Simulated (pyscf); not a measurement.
Elementary routes open to germylene (GeH₂) [singlet] + methane (CH₄) in the gas phase (singlet surface):
A. H₂C=GeH₂ + hydrogen (H₂) (C–H, C–H broken; C–Ge, H–H formed)
B. H₃C–GeH₃ (C–H broken; Ge–H, C–Ge formed)

Structures and frequencies: ωB97X-D3(BJ)/def2-SVP in PySCF.

**Question.** Rank the routes by free-energy barrier at 900 K, lowest first, for ωB97M-D3(BJ)/def2-TZVP energies (ideal gas, 1 atm, RRHO with modes under 100 cm⁻¹ raised to 100, one conformer, R ln 2 for chiral ones without a mode under 150 cm⁻¹).

**Answer.** B (56.7 kcal/mol), A (89.2 kcal/mol)

Route B is the fastest of these, ahead of the next by 32.5 kcal/mol. The most stable products are those of B (ΔG = -2.6 kcal/mol), so kinetics and thermodynamics agree. At 298 K B is still the fastest. A: On the reactant side the descent ends in a complex, 4.3 kcal/mol under the separated species and 68.2 kcal/mol under the saddle at ωB97X-D3(BJ)/def2-TZVP. B: On the reactant side the descent ends in a complex, 4.1 kcal/mol under the separated species and 33.6 kcal/mol under the saddle at ωB97X-D3(BJ)/def2-TZVP. Only these routes are compared; each barrier is that of the saddle found, and lower ones may exist. Elements up to Kr have no core potential and no relativistic terms here.
